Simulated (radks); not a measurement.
# Excited configurations of Cl²⁺

How tightly is the outer electron of Cl²⁺ held in higher orbitals? Ground state, ion and excited configurations are run in turn.

Method: Dirac Kohn-Sham, LDA (Slater exchange, Perdew-Wang correlation), spin-unpolarised, spherical densities, point nucleus; open shells are shared between the two j in proportion to 2j + 1. Code: radks (a radial shooting solver on a logarithmic mesh, Libxc functionals) version 1.

## 1. What is computed

```
element       : chlorine (Z = 17)
charge        : +2
electrons     : 15
configuration : [Ne] 3s2 3p3
```

Outer shells as boxes (Hund's rule):

Cl²⁺
```
[Ne] core
3s [↑↓]
3p [↑ ][↑ ][↑ ]
```

## 2. Ground configuration: [Ne] 3s2 3p3

Settings of this run:

```text
Z 17
configuration [Ne] 3s2 3p3
relativity Dirac
functional lda,pw
spin unpolarised
j_filling average
nucleus point
c 137.035999084
```

## 3. The ion: [Ne] 3s2 3p2

Changes since step 2:

```diff
@@ -1,3 +1,3 @@
 Z 17
-configuration [Ne] 3s2 3p3
+configuration [Ne] 3s2 3p2
 relativity Dirac
```

## 4. Outer electron in 4p: [Ne] 3s2 3p2 4p1

Changes since step 3:

```diff
@@ -1,3 +1,3 @@
 Z 17
-configuration [Ne] 3s2 3p2
+configuration [Ne] 3s2 3p2 4p1
 relativity Dirac
```

## 5. Outer electron in 5f: [Ne] 3s2 3p2 5f1

Changes since step 4:

```diff
@@ -1,3 +1,3 @@
 Z 17
-configuration [Ne] 3s2 3p2 4p1
+configuration [Ne] 3s2 3p2 5f1
 relativity Dirac
```

## 6. Outer electron in 6s: [Ne] 3s2 3p2 6s1

Changes since step 5:

```diff
@@ -1,3 +1,3 @@
 Z 17
-configuration [Ne] 3s2 3p2 5f1
+configuration [Ne] 3s2 3p2 6s1
 relativity Dirac
```

## 7. Outer electron in 6p: [Ne] 3s2 3p2 6p1

Changes since step 6:

```diff
@@ -1,3 +1,3 @@
 Z 17
-configuration [Ne] 3s2 3p2 6s1
+configuration [Ne] 3s2 3p2 6p1
 relativity Dirac
```

## 8. Outer electron in 6d: [Ne] 3s2 3p2 6d1

Changes since step 7:

```diff
@@ -1,3 +1,3 @@
 Z 17
-configuration [Ne] 3s2 3p2 6p1
+configuration [Ne] 3s2 3p2 6d1
 relativity Dirac
```

## 9. Outer electron in 6f: [Ne] 3s2 3p2 6f1

Changes since step 8:

```diff
@@ -1,3 +1,3 @@
 Z 17
-configuration [Ne] 3s2 3p2 6d1
+configuration [Ne] 3s2 3p2 6f1
 relativity Dirac
```

## 10. Outer electron in 7p: [Ne] 3s2 3p2 7p1

Changes since step 9:

```diff
@@ -1,3 +1,3 @@
 Z 17
-configuration [Ne] 3s2 3p2 6f1
+configuration [Ne] 3s2 3p2 7p1
 relativity Dirac
```

## 11. Outer electron in 7f: [Ne] 3s2 3p2 7f1

Changes since step 10:

```diff
@@ -1,3 +1,3 @@
 Z 17
-configuration [Ne] 3s2 3p2 7p1
+configuration [Ne] 3s2 3p2 7f1
 relativity Dirac
```

What does the calculation give? Wanted: for each run, outer orbital; excitation; binding; n*; quantum defect; <r>.

As calculated:

| outer orbital | excitation (eV) | binding (eV) | n* | quantum defect | <r> (bohr) |
| --- | --- | --- | --- | --- | --- |
| 4p | 23.784 | 14.612 | 2.895 | 1.105 | 4.010 |
| 5f | 33.131 | 5.264 | 4.823 | 0.177 | 9.786 |
| 6s | 32.502 | 5.894 | 4.558 | 1.442 | 10.66 |
| 6p | 33.150 | 5.246 | 4.831 | 1.169 | 11.69 |
| 6d | 34.144 | 4.252 | 5.367 | 0.633 | 13.84 |
| 6f | 34.681 | 3.715 | 5.741 | 0.259 | 14.91 |
| 7p | 34.740 | 3.656 | 5.787 | 1.213 | 16.96 |
| 7f | 35.645 | 2.751 | 6.671 | 0.329 | 20.99 |

Binding is E(ion) − E, and n* = 3/√(2·binding) in atomic units. The Δ-SCF energy to the ion that was run is 38.396 eV (NIST's first ionisation energy, to the ion's ground state: 39.8 eV, semi-empirical). Mean quantum defects: p 1.16, f 0.25, s 1.44, d 0.63. They fall with l, since high-l orbitals stay out of the core. Self-interaction in the functional shifts them, so they are the method's values and not measured ones. Spin polarisation and multiplet splitting are left out, so open shells lie too high by an amount that depends on their filling.
